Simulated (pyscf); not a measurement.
This saddle point was located with ωB97X-D3(BJ)/def2-SVP in PySCF.

```xyz
7

N     -0.7468     0.9066     0.6356
B     -1.3445    -0.0016    -0.2165
Cl     0.0565    -1.4217    -1.1364
Cl    -3.0589    -0.0615    -0.5706
H      0.2521     0.8970     0.8047
H     -1.2601     1.6260     1.1350
H      1.0595    -2.3063    -1.6889
```
Charge 0, spin multiplicity 2.

Surface: doublet, charge 0. Lowest wavenumbers (cm⁻¹): 544i, 126, 145, 298, 406.

Question: What reaction is this the transition state of?

Answer: `[NH2][B]([Cl])[Cl]` + `[H]` [doublet] ⇌ `[NH2][B][Cl]` [doublet] + `[ClH]`, an atom transfer read from left to right: B–Cl broken and Cl–H formed. At CCSD(T)/def2-TZVPP + ΔMP2(QZVPP) it lies +114.0 kJ/mol from the left side and +50.4 kJ/mol from the right (each side as separated species at their lowest minima found). This is the saddle that the search found; another between the same sides may lie lower. The angle at the transferred Cl is 176°. The CCSD(T) − MP2 part came from Ansatz, without density fitting, on the same reference.
